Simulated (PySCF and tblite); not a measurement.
Results of a calculation; reference values are marked as such.
**Conformer ensemble of C3H8O, numbered as in [CH3:1][CH2:2][O:3][CH3:4]**

Free energies: PBE0-D3(BJ)/def2-TZVP on PBE0-D3(BJ)/def2-SVP structures plus GFN2-xTB thermal terms, symmetry and mirror images included. Conformers within 4 kcal/mol (GFN2-xTB free energy) were kept, 5 at most. GIAO shieldings: PBE0/pcSseg-1. Shifts are against TMS (¹H), TMS (¹³C) at the same level. Programs: PySCF with density fitting and tblite.

Torsions listed: C1–C2–O3–C4. Of a mirror pair one member is shown.

```
conformer  shape   symmetry  E(GFN2) kcal/mol  E(DFT) kcal/mol  G(298.15 K) kcal/mol  weight %  dipole D
        1   180°         Cs              0.03             0.00                  0.00      85.8      1.07
        2    73°  C1 (pair)              0.00             1.29                  1.06      14.2      1.21
```

Weights (%) against temperature:

```tsv
T (K)	1	2	S(mix) cal/mol/K
180	96.7	3.3	0.34
230	92.4	7.6	0.64
298.15	85.8	14.2	1.01
330	82.8	17.2	1.15
400	76.8	23.2	1.40
```

Averaged shifts at 298.15 K. ¹H: 3.27 (H4, 3H), 3.13 (H2, 2H), 1.16 (H1, 3H) ppm. ¹³C: 69.5 (C2), 58.9 (C4), 16.9 (C1) ppm.

Coordinates of conformer 1 (Å):

```xyz
12

C     1.691    0.311    0.693
C     0.493   -0.311    0.018
O    -0.665    0.059    0.708
C    -1.828   -0.463    0.154
H     1.601    1.407    0.701
H     1.767   -0.031    1.735
H     2.618    0.040    0.167
H     0.432    0.019   -1.042
H     0.593   -1.417   -0.006
H    -1.975   -0.136   -0.896
H    -2.680   -0.105    0.751
H    -1.835   -1.572    0.164
```

Coordinates of conformer 2 (Å):

```xyz
12

C    -1.450    0.144    0.182
C    -0.318   -0.035   -0.815
O     0.878    0.595   -0.445
C     1.562   -0.018    0.600
H    -1.240   -0.349    1.144
H    -1.624    1.213    0.377
H    -2.380   -0.291   -0.215
H    -0.140   -1.116   -0.996
H    -0.604    0.408   -1.782
H     2.532    0.488    0.709
H     1.752   -1.091    0.397
H     1.032    0.052    1.569
```

Shifts are unscaled: against experiment ¹³C can be off by 15 ppm or more and ¹H by 0.8 ppm.

Search and properties took 23 s on 1 thread of Arm Neoverse V1, on a host shared with other jobs (rough), launched as `OMP_NUM_THREADS=1 python ens_run.py task.json out`.
